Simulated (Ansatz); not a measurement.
Cost and result for the atomization energy of C₃H₇NO₂, SMILES `CC(N)=C(O)O` (13 atoms, 12 bonds).

Cartesian coordinates in Å:
```
C -0.081 1.572 0.386
C -0.104 0.235 -0.267
N -0.480 0.224 -1.618
C 0.134 -0.898 0.393
O -0.006 -2.116 -0.219
O 0.510 -0.953 1.704
H -1.055 2.061 0.288
H 0.659 2.224 -0.091
H 0.173 1.489 1.440
H -0.352 -0.682 -2.046
H -0.016 0.943 -2.157
H 0.770 -2.647 -0.006
H -0.153 -1.452 2.195
```

Total charge 0; spin multiplicity 1. The structure was optimised at the PBE0-D4/def2-TZVP level. It is one conformer, not always the lowest. Program: Ansatz. All runs use 4 threads of an Arm Neoverse V2 on a shared host. Times are those of one run each, without the atoms' runs, and a repeat can differ threefold. Electronic energies, without spin–orbit coupling; frozen cores. CCSD(T)/CBS adds CCSD(T) − MP2 in def2-TZVPP to the MP2 limit, and its time is that of the two runs behind it. T1 = 0.012.

CCSD(T)/CBS is a level of theory with its own doubt, some kJ/mol a heavy atom from the limit and from the frozen cores, so smaller differences don't rank the functionals.

| level | functions | wall time | atomization (kcal/mol) | difference from CCSD(T)/CBS | per bond |
| --- | --- | --- | --- | --- | --- |
| revPBE-D4/def2-TZVPP | 284 | 2.3 s | 1244.9 | 5.8 | 0.5 |
| BLYP-D4/def2-TZVPP | 284 | 2.5 s | 1247.2 | 8.1 | 0.7 |
| PBE-D4/def2-TZVPP (with forces) | 284 | 2.8 s | 1282.8 | 43.7 | 3.6 |
| BHLYP-D4/def2-TZVPP | 284 | 3.3 s | 1189.0 | -50.1 | -4.2 |
| r2SCANh-D4/def2-TZVPP | 284 | 6 s | 1231.1 | -8.0 | -0.7 |
| B2PLYP/def2-TZVPP | 284 | 7 s | 1226.7 | -12.4 | -1.0 |
| PBE-QIDH/def2-TZVPP | 284 | 7 s | 1230.0 | -9.1 | -0.8 |
| ωB97X-V/def2-TZVPP | 284 | 8 s | 1241.3 | 2.2 | 0.2 |
| ωB97M-V/def2-TZVPP (with forces) | 284 | 12 s | 1244.7 | 5.6 | 0.5 |
| CCSD(T)/def2-SVP | 119 | 12 s | 1171.3 | -67.8 | -5.7 |
| MP2/def2-QZVPP | 552 | 32 s | 1252.5 | 13.4 | 1.1 |
| CCSD(T)/def2-TZVPP | 284 | 6.5 min | 1203.1 | -36.0 | -3.0 |
| CCSD(T)/CBS(def2) | – | 7.1 min | 1239.1 | 0.0 | 0.0 |

In def2-TZVPP, CCSD(T) changes the Hartree–Fock value by +354.4 kcal/mol (the triples alone add +22.6 kcal/mol) and MP2 by +382.5 kcal/mol; breaking electron pairs costs correlation energy, which Hartree–Fock lacks. At CCSD(T), def2-SVP lies −67.8 kcal/mol from the extrapolated value and def2-TZVPP −36.1 kcal/mol: correlation converges slowly with the basis, and small sets miss more of it in the bonded molecule than in its fragments. From r2SCAN to r2SCAN0 (25 % exact exchange), in def2-TZVPP and without D4, the atomization energy moves by −26.6 kcal/mol: exact exchange takes away binding that semilocal exchange gives to molecules.
